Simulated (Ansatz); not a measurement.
**One shape, several levels: doublet SiH3**

We compute a comparison of 6 runs (UB3LYP/6-31G*, U-revPBE/cc-pVTZ, U-wB97X/cc-pVTZ, UB2PLYP/cc-pVTZ, UCCSD(T)/cc-pVTZ) of doublet SiH3. 

Program for the calculation: Ansatz 0.2.0.

2 further runs of the same task are left out: 2 set aside as unsound or not needed.

### Step 1. The system as given

SiH3: 4 atoms, total charge 0, spin state doublet. As SMILES of the parent species, `[SiH3-]`. The shape is that of a PBE0-D4/def2-TZVPD optimisation. That shape belongs to the parent species and isn't relaxed for this state.

Bond lengths: Si1–H2 1.546 Å, Si1–H3 1.546 Å, Si1–H4 1.546 Å. Angles: H2–Si1–H3 94.1°, H2–Si1–H4 94.1°, H3–Si1–H4 94.1°.

### Step 2. A single-point energy at UB3LYP/6-31G(d) (spherical functions) (run 1)

File run.yaml:

```yaml
crystal:
  periodic: [false, false, false]
  atoms:
    - {symbol: Si, position_ang: [0.539700, -0.050700, -0.300900]}
    - {symbol: H, position_ang: [0.426600, 0.622300, 1.085900]}
    - {symbol: H, position_ang: [-0.298500, -1.283700, 0.106800]}
    - {symbol: H, position_ang: [-0.667800, 0.712200, -0.891800]}
basis:
  gaussian:
    orbitals: 6-31G_st_-spherical.json
magnetization:
  spin_polarized: true
  initial_magnetization: 1
hamiltonian:
  xc: {name: B3LYP}
accuracy: high
output:
  orbitals: {seedname: orbitals}
```

The basis set 6-31G* is read from a file made from the Basis Set Exchange's data (not shown).

Run with:

```console
$ ansatz run run.yaml --threads 1 --pin off --max-ram 3480MiB --events-out events.jsonl --progress --plain --runs-dir runs
```

Log:

```text
Warning: RAYON_NUM_THREADS=1 ignored (pool sized by the plan → 1); use --threads N
Functional definition: B3LYP
  name "B3LYP"
  parameter a0 = 0.2
  parameter ax = 0.72
  parameter ac = 0.81
  exchange = (1 - a0 - ax)*slater_x + ax*b88_x + a0*exact_x
  correlation = (1 - ac)*vwn_rpa_c + ac*lyp_c
454 factors; integrals over basis functions are off by at most 3.7e-9 eV
mean field evaluation 1: about -7923.6973 eV, gradient 7.3e0 eV
mean field evaluation 2: about -7924.0301 eV, gradient 3.8e0 eV
mean field evaluation 4: about -7924.1644 eV, gradient 6.6e-1 eV
mean field evaluation 8: about -7924.2294 eV, gradient 2.2e-2 eV
mean field evaluation 16: about -7924.2294 eV, gradient 8.3e-6 eV
mean field -7924.22940789 eV, -291.2100595043 hartree, gradient 5.7e-8 eV, S^2 0.750998; 0 other end points of the search recorded, 0 dependent functions left out
reference -7924.22943894 eV, -291.2100606454 hartree; 9, 8 occupied and 15, 16 virtual orbitals, 454 factors
Total energy: -7924.22943894 eV, -291.2100606454 hartree
```

Run time: 2 s. Hardware: 1 thread of Arm Neoverse V2, shared host; peak memory 0.11 GiB.

### Step 3. A single-point energy at UB3LYP/6-31G(d) (Cartesian functions) (run 2)

File input.yaml:

```yaml
basis:
  gaussian:
    orbitals: "6-31G*"
crystal:
  periodic: [false, false, false]
  atoms:
    - {symbol: Si, position_ang: [0.539700, -0.050700, -0.300900]}
    - {symbol: H, position_ang: [0.426600, 0.622300, 1.085900]}
    - {symbol: H, position_ang: [-0.298500, -1.283700, 0.106800]}
    - {symbol: H, position_ang: [-0.667800, 0.712200, -0.891800]}
magnetization:
  spin_polarized: true
  initial_magnetization: 1
hamiltonian:
  xc: {name: B3LYP}
accuracy: high
output: {orbitals: {seedname: orbitals}}
```

Run with:

```console
$ ansatz run input.yaml --threads 1 --pin off --max-ram 3480MiB --events-out events.jsonl --progress --plain --runs-dir runs
```

Log, shortened:

```text
Warning: RAYON_NUM_THREADS=1 ignored (pool sized by the plan → 1); use --threads N
[... 7 set-up lines as earlier in the session ...]
477 factors; integrals over basis functions are off by at most 2.7e-9 eV
mean field evaluation 1: about -7923.7427 eV, gradient 7.3e0 eV
mean field evaluation 2: about -7924.0757 eV, gradient 3.9e0 eV
mean field evaluation 4: about -7924.2112 eV, gradient 6.7e-1 eV
mean field evaluation 8: about -7924.2763 eV, gradient 2.2e-2 eV
mean field evaluation 16: about -7924.2763 eV, gradient 8.5e-6 eV
mean field -7924.27628241 eV, -291.2117821113 hartree, gradient 6.4e-8 eV, S^2 0.750999; 0 other end points of the search recorded, 0 dependent functions left out
reference -7924.27631346 eV, -291.2117832523 hartree; 9, 8 occupied and 16, 17 virtual orbitals, 477 factors
Total energy: -7924.27631346 eV, -291.2117832523 hartree
```

Run time: 1.6 s. Hardware: 1 thread of Arm Neoverse V2, shared host; peak memory 0.11 GiB.

Runs 3 to 5 aren't shown in full; the table further down has their settings and results.

### Step 4. The energy at UCCSD(T)/cc-pVTZ (run 6)

File job.yaml:

```yaml
crystal:
  periodic: [false, false, false]
  atoms:
    - {symbol: Si, position_ang: [0.539700, -0.050700, -0.300900]}
    - {symbol: H, position_ang: [0.426600, 0.622300, 1.085900]}
    - {symbol: H, position_ang: [-0.298500, -1.283700, 0.106800]}
    - {symbol: H, position_ang: [-0.667800, 0.712200, -0.891800]}
basis:
  gaussian: {orbitals: cc-pVTZ}
magnetization: {spin_polarized: true, initial_magnetization: 1}
correlation: {method: ccsd_t, frozen_orbitals: {H: 0, Si: 5}}
accuracy: high
scf: {omitted_lower_state_checks: [cluster_reference, increment]}
```

Run with:

```console
$ ansatz run job.yaml --threads 1 --pin off --max-ram 3480MiB --events-out events.jsonl --progress --plain --runs-dir runs
```

Log:

```text
Warning: RAYON_NUM_THREADS=1 ignored (pool sized by the plan → 1); use --threads N
[... 11 lines left out ...]
5 core orbitals not correlated: weight in the atoms' cores, before any rotation towards them, 1.000 or more for the frozen orbitals, at most 0.000 for the correlated occupied ones
[... 23 lines left out ...]
Total energy: -7912.10898173 eV, -290.7646420585 hartree
Checks for a lower state left out: cluster_reference, increment
```

Wall time 7.2 s (1 thread of Arm Neoverse V2, shared host); peak memory 0.6 GiB.

### Step 5. The series

```
run                                level  Cartesian functions  frozen core orbitals  energy (Eh)  HOMO energy (eV)  LUMO energy (eV)   ⟨S²⟩  wall time
  1  UB3LYP/6-31G* (spherical functions)                   no                     –  -291.210061             -7.31             -4.11  0.751        2 s
  2  UB3LYP/6-31G* (Cartesian functions)                  yes                     –  -291.211783             -7.31             -4.11  0.751      1.6 s
  3                     U-revPBE/cc-pVTZ                   no                     –  -291.161505             -6.51             -4.56  0.753      3.3 s
  4                      U-wB97X/cc-pVTZ                   no                     –  -291.207736             -9.89             -2.36  0.752       17 s
  5                      UB2PLYP/cc-pVTZ                   no                     5  -291.090062             -8.69             -2.49  0.753      4.8 s
  6                     UCCSD(T)/cc-pVTZ                   no                     5  -290.764642                 –                 –  0.754      7.2 s
```

### Step 6. Summary of results

```
                                          quantity          value
                               run 6: total energy  -290.76464 Eh
run 6: correlation energy (5 core orbitals frozen)     -149.8 mEh
                             run 6: (T) correction      -4.02 mEh
          run 6: ⟨S²⟩ of the reference determinant          0.754
                              run 6: T1 diagnostic          0.016
```

Totals of different functionals can't be ranked against each other. All runs together took 36 s, the longest 17 s.
